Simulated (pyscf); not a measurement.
Thermochemistry of product channels of `[O][SiH3]` [doublet] on the doublet surface, in kJ/mol, from ωB97M-D3(BJ)/def2-TZVP energies (ideal gas, 1 atm, RRHO with modes under 100 cm⁻¹ raised to 100, one conformer, R ln 2 for rigid chiral ones). Structures and frequencies: ωB97X-D3(BJ)/def2-SVP in PySCF.

```csv
products,ΔE,ΔH(298 K),ΔG(298 K),ΔG(1200 K)
`[O]=[SiH]` [doublet] + `[H][H]`,+59.4,+46.9,+11.9,-98.3
`[OH]` [doublet] + `[SiH2]` [singlet],(withheld),+307.5,+268.6,+149.7
`[O]=[SiH2]` + `[H]` [doublet],+145.3,+130.8,+102.7,+12.2
`[O]` [triplet] + `[SiH3]` [doublet],+458.8,+451.1,+417.0,(withheld)
`[OH][SiH]` [singlet] + `[H]` [doublet],(withheld),+123.6,+93.3,-5.3
`[OH][SiH2]` [doublet],-104.0,-96.2,-98.6,-106.6
```

Complete the blanks.


- `[OH]` [doublet] + `[SiH2]` [singlet], ΔE: +315.9
- `[O]` [triplet] + `[SiH3]` [doublet], ΔG(1200 K): +311.1
- `[OH][SiH]` [singlet] + `[H]` [doublet], ΔE: +132.8

The channel to [O=SiH]• + H₂ turns favourable between 298 and 1200 K (ΔG from +11.9 kJ/mol to -98.3 kJ/mol).

These are energies of the channels, which say nothing of barriers. Left out: orbital degeneracy and the spin-orbit lowering of OH, O. The orbital near-degeneracy of the XH₃O or XH₃S radical is left out.
